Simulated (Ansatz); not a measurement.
formamide (SMILES NC=O) moved off its minimum; all values from Ansatz (an electronic-structure program), cores frozen in correlated methods.
(charge 0, multiplicity 1)
```xyz
6

N     -1.19874     0.15246     0.47318
C      0.46423     0.42235     0.16178
O      0.98928    -0.56612     0.20345
H     -1.49859    -0.64363     0.26539
H     -1.70305     1.02135     0.20785
H      0.74669     1.26905    -0.15201
```

Task: Give the forces (eV/Å), the total energy and the dipole at CCSD(T)/cc-pVTZ.

Result: 
```csv
atom,Fx,Fy,Fz
N1,6.469,12.866,2.039
C2,-11.301,-3.537,2.137
O3,5.919,-6.512,0.339
H4,-2.976,-8.384,-2.761
H5,-0.048,-1.622,0.151
H6,1.938,7.189,-1.904
```
Energy -169.5327 hartree, dipole 2.34 D.
